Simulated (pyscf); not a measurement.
**Multi-bond step: Cl–InH–Cl + H₂S → hydrogen chloride (HCl) + Cl–In [singlet] + H₂S**

Gas phase, singlet surface, charge 0. Bonds broken: Cl1–In2, In2–H4, S5–H6. Bonds formed: Cl1–H6, H4–S5. Single points on ωB97X-D3(BJ)/def2-SVP structures (PySCF, gas phase).

Transition state (Å):

```xyz
7

Cl     0.2651    -0.0170     1.3774
In    -1.6612    -1.2271     0.1735
Cl    -2.0325    -3.1463     1.5004
H     -1.4099     0.3942    -1.0709
S     -0.5126     1.6881    -1.2655
H      0.0353     1.1773    -0.0245
H      0.3884     1.0389    -2.0309
```

One imaginary mode, 907i cm⁻¹; descent along it reached the two sides named, in the forms told below.

| bond | change | reactant side (Å) | saddle | product side |
|---|---|---|---|---|
| Cl1–In2 | breaks | 2.360 | 2.574 | 3.2 |
| In2–H4 | breaks | 1.702 | 2.059 | 3.3 |
| S5–H6 | breaks | 1.349 | 1.450 | 2.350 |
| Cl1–H6 | forms | 3.1 | 1.856 | 1.303 |
| H4–S5 | forms | 3.6 | 1.587 | 1.348 |

Electronic energies relative to the separated reactants (kcal/mol):

```tsv
level	barrier	reaction energy	reverse barrier
ωB97X-D3(BJ)/def2-TZVP	26.3	+13.5	12.8
PBE/def2-TZVP	9.9	+4.3	5.7
r²SCAN/def2-TZVP	14.6	+9.7	4.8
B3LYP-D3(BJ)/def2-TZVP	15.3	+3.4	11.9
PBE0-D3(BJ)/def2-TZVP	16.1	+8.4	7.7
M06-2X/def2-TZVP	24.8	+10.2	14.6
ωB97M-D3(BJ)/def2-TZVP	26.1	+7.7	18.4
HF/def2-TZVP	49.3	+9.1	40.2
```

With ωB97M-D3(BJ)/def2-TZVP energies and thermal terms (ideal gas, 1 atm, RRHO with modes under 100 cm⁻¹ raised to 100, one conformer, R ln 2 for chiral ones without a mode under 150 cm⁻¹), in kcal/mol:

```json
[
 {"T (K)": "298", "ΔH‡": "25.4", "ΔG‡": "36.1", "ΔH": "+8.1", "ΔG": "-0.6"},
 {"T (K)": "600", "ΔH‡": "25.6", "ΔG‡": "46.8", "ΔH": "+7.8", "ΔG": "-9.4"},
 {"T (K)": "900", "ΔH‡": "26.4", "ΔG‡": "57.3", "ΔH": "+7.1", "ΔG": "-17.8"},
 {"T (K)": "1200", "ΔH‡": "27.2", "ΔG‡": "67.5", "ΔH": "+6.4", "ΔG": "-26.0"}
]
```

On the reactant side the descent ends in an adduct with a In–S contact (not fully relaxed), 18.0 kcal/mol under the separated species and 44.4 kcal/mol under the saddle at ωB97X-D3(BJ)/def2-TZVP. On the product side the descent ends in a bound adduct, 9.7 kcal/mol under the separated species and 22.5 kcal/mol under the saddle at ωB97X-D3(BJ)/def2-TZVP. The same reactants have a lower exit, to HCl + HS–InH–Cl (highest point, the separated products, at +6.0 kcal/mol at ωB97M-D3(BJ)/def2-TZVP, against +26.1 kcal/mol here). One saddle was located; it need not be the lowest between these sides. Elements past Kr carry the def2 core potentials, without spin-orbit coupling.
